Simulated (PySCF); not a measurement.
Potential energy curve for Li2, singlet.

- UMP2 = MP2 on UHF/6-31G (PySCF)
- RKS-B3LYP = PySCF with restricted B3LYP/6-31G
- RMP2 = MP2 on RHF/6-31G in PySCF 2.14.0
- UCCSD(T) = CCSD(T) on UHF/6-31G (PySCF)

Energies relative to the lowest point of each curve near equilibrium, in kcal/mol:

```
R / Å  UMP2  RKS-B3LYP  RMP2
-----  ----  ---------  ----
2.06   15.0       12.6  14.8
2.68    0.1        0.0   0.3
2.74    0.0        0.0   0.1
2.81    0.0        0.1   0.0
2.88    0.2        0.3   0.1
3.20    1.8        2.7   2.0
3.67    4.8        8.2   7.1
4.13    6.9       13.7  12.9
4.57    8.2       18.6  18.0
4.96    8.8       22.2  21.8
5.53    9.3       26.6  26.1
6.01    9.5       29.3  28.6
```

Problem. Predict the corresponding UCCSD(T) column.

Solution. 2.06: 12.9; 2.68: 0.1; 2.74: 0.0; 2.81: 0.0; 2.88: 0.2; 3.20: 2.2; 3.67: 6.8; 4.13: 11.2; 4.57: 14.3; 4.96: 16.2; 5.53: 17.8; 6.01: 18.5 (kcal/mol).

The unrestricted determinant behind UMP2, UCCSD(T) is spin-contaminated at 2.06 to 8.31 Å (<S²> up to 1.0, against 0.00 for a pure singlet). The restricted form behind RKS-B3LYP, RMP2 keeps the bonding electrons paired and can't separate into open-shell fragments. The T1 diagnostic of CCSD on the restricted reference of RMP2 exceeds 0.045 at 4.57 to 8.31 Å.
